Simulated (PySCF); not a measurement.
## NH⁺: from constants to spectrum

UHF-CCSD(T) constants of NH⁺, ⁴Σ⁻ (quartet), unpaired electrons σ ↑, π ↑↑ (PySCF, no relativity, basis sets H def2-TZVP, N def2-TZVP; masses 1.0078 and 14.0031 u):

```
ωe              : 2696.6 cm⁻¹
ωexe            : 80.4 cm⁻¹
Be              : 14.89 cm⁻¹
αe              : 0.720 cm⁻¹
D (centrifugal) : 0.00182 cm⁻¹
De to H⁺ + N    : 3.63 eV
```

Task: Give the vibrational terms G(v) and spacings up to v = 4.

Result: G(v) = ωe(v+½) − ωexe(v+½)².

| v | G(v) (cm⁻¹) | G(v) − G(v−1) | Bv (cm⁻¹) |
| --- | --- | --- | --- |
| 0 | 1328 |  | 14.53 |
| 1 | 3864 | 2536 | 13.81 |
| 2 | 6239 | 2375 | 13.09 |
| 3 | 8453 | 2214 | 12.37 |
| 4 | 10507 | 2053 | 11.65 |

Task: How well does the Morse estimate ωe²/(4ωexe) reproduce De, and what is D0?

Result: It gives 2.80 eV, 77 % of the computed De. D0 = De − G(0) = 3.63 − 0.16 = 3.47 eV.

Correlated steps freeze 1 core orbital. For an ion De counts to the pair picked by the measured ionisation energies or electron affinities, which need not be the lowest pair at this level. The state is the lowest determinant that a PBE0 search found; another state may lie lower at other levels.
